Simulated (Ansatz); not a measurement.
## What a trial cell of BiP₂ relaxes into

The calculation used Ansatz 0.2.0, DFT PBE, scalar-relativistic, plane waves, PAW. Cutoff 420 eV, Γ-centred k mesh, Gaussian smearing, no spin polarisation in the final step.

A relaxed cell is given with its space group left out.

```
Bi P
1.0
     0.00000    3.36261    3.36261
     3.36261    0.00000    3.36261
     3.36261    3.36261    0.00000
Bi P
1 2
Cartesian
  0.0000 0.0000 0.0000
  1.6813 1.6813 1.6813
  5.0439 5.0439 5.0439
```

Formation energies are uncorrected and refer to the elements' standard structures at the same level.

Problem. What space group does it have?

Solution. Fm-3m (No. 225). Conventional cell: a = 6.725 Å. Bi has 8 P at 2.91 Å; P has 4 Bi at 2.91 Å and 6 P at 3.36 Å.

Problem. How far does it lie from the elements in energy?

Solution. 0.78 eV/atom.

Problem. Is it a metal?

Solution. Yes, bands cross the Fermi level on the 12×12×12 mesh.

The final run used a 12×12×12 mesh on its 3-atom cell and 0.10 eV smearing. For metals, differences of a few meV/atom aren't resolved. Spin–orbit coupling is left out. The cell came from a trial start, so BiP₂ may not exist in this structure.

Cost: 3 runs of about 0.5 core-minutes in all, on Arm Neoverse V1 (shared hosts).